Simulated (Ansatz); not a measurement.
Geometry optimisation, RKS r2SCAN/def2-SVP (Ansatz 0.2.0).

Input:

```yaml
crystal:
  periodic: [false, false, false]
  atoms:
    - { symbol: B, position_ang: [-0.326251, -0.182028, -0.887052] }
    - { symbol: O, position_ang: [0.866981, 0.241963, 1.377081] }
    - { symbol: H, position_ang: [0.662432, -0.640611, 1.720155] }
    - { symbol: H, position_ang: [1.493544, 0.007659, 0.652138] }
    - { symbol: H, position_ang: [-1.399207, 0.291618, -0.465721] }
basis:
  gaussian: { orbitals: def2-SVP }
hamiltonian:
  xc: r2scan
relax:
  f_tol: 0.03
  max_steps: 50
```

Run as:

```bash
$ ansatz run input.yaml --threads 1 --pin off --max-ram 2048MiB --backend cpu --events-out ev --progress --plain --runs-dir out
```

Task: Where does it end, and by what steps?

Result: The forces met the threshold. After 15 steps the energy has fallen by 0.471 eV; O2 moved furthest, 0.73 Å. Joined: B1–O2 (2.59 → 1.58 Å).

| step | energy less start (eV) | largest force component (eV/Å) | accepted |
| --- | --- | --- | --- |
| 0 | 0.0000 | 0.906 | yes |
| 1 | -0.1016 | 1.235 | yes |
| 2 | -0.2250 | 1.073 | yes |
| 3 | -0.2674 | 0.413 | yes |
| 4 | -0.2987 | 0.967 | yes |
| 5 | -0.3283 | 0.946 | yes |
| 6 | -0.3586 | 0.697 | yes |
| 7 | -0.4119 | 0.794 | yes |
| 8 | -0.4279 | 0.856 | yes |
| 9 | -0.3619 | 0.795 | no |
| 10 | -0.4479 | 0.379 | yes |
| 11 | -0.4480 | 0.331 | yes |
| 12 | -0.4712 | 0.034 | yes |
| 13 | -0.4710 | 0.046 | no |
| 14 | -0.4713 | 0.031 | yes |
| 15 | -0.4713 | 0.003 | yes |

```xyz
5
Properties=species:S:1:pos:R:3
B -0.096 0.179 -0.592
O 0.660 -0.102 0.768
H 0.362 -0.338 1.685
H 1.622 -0.032 0.705
H -1.251 0.011 -0.169
```

Whether the end is a true minimum wasn't checked by a vibrational analysis.

Time of the run: 8 s on 1 thread of Intel(R) Xeon(R) 6975P-C (Granite Rapids), with other jobs on the host, peak memory 0.12 GiB.
